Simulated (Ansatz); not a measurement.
C3H5NO can be A, `CC(N)=C=O`, or B, `COC#CN`.

Isolated molecules relaxed with PBE0-D4/def2-TZVP in Ansatz; ΔE leaves out vibrations. CCSD(T)/CBS adds triple-zeta CCSD(T) − MP2 to the extrapolated MP2 energy (def2 sets, frozen cores). Functionals use def2-TZVPP. B3LYP here is the variant with VWN-RPA as its local correlation; programs differ in this. One conformer a species, not always the lowest.

A:

```xyz
10

C     1.166    0.438   -0.414
C    -0.163   -0.124   -0.019
N    -0.828    0.388    1.140
C    -0.749   -1.082   -0.704
O    -1.297   -1.927   -1.286
H     1.895    0.300    0.390
H     1.085    1.512   -0.609
H     1.555   -0.043   -1.313
H    -1.713    0.832    0.939
H    -0.950   -0.295    1.875
```

B:

```xyz
10

C    -1.9812   -0.6216   -0.0504
O    -0.7295   -1.1971    0.3310
C     0.2932   -0.4057    0.1872
C     1.2592    0.2984    0.0671
N     2.3081    1.1352   -0.0897
H    -2.1927    0.2593    0.5600
H    -1.9613   -0.3418   -1.1062
H    -2.7352   -1.3879    0.1214
H     2.7619    1.4117    0.7681
H     2.9776    0.8495   -0.7885
```

Problem. Which isomer does CCSD(T)/CBS put lower? Give the gap. (Estimate.)

Solution. Computed: A, by 164.8 kJ/mol.

Problem. Give E(B) − E(A) in kJ/mol with ωB97M-V, BLYP-D4, HF/def2-TZVPP, PBE0-D4, B3LYP, CCSD(T)/def2-TZVPP, CCSD(T)/def2-SVP. (An estimate is asked.)

Solution. Ansatz gave: ωB97M-V 167.5, BLYP-D4 173.0, HF/def2-TZVPP 154.0, PBE0-D4 170.7, B3LYP 163.6, CCSD(T)/def2-TZVPP 167.7, CCSD(T)/def2-SVP 174.5. None reverses the order clearly.

Problem. Does the order hold for the free energy at 298.15 K (harmonic terms from PBE0-D4)? (Best estimate.)

Solution. The calculation gave: Yes: G(B) − G(A) = +165.1 kJ/mol, for one conformer each.

Largest T1 diagnostic: 0.015.

From r2SCAN to r2SCAN0 (25 % exact exchange), in def2-TZVPP and without D4, E(B) − E(A) moves by −7.8 kJ/mol. In def2-TZVPP, CCSD(T) changes the Hartree–Fock value by +13.7 kJ/mol (the triples alone add +4.4 kJ/mol) and MP2 by +14.1 kJ/mol.
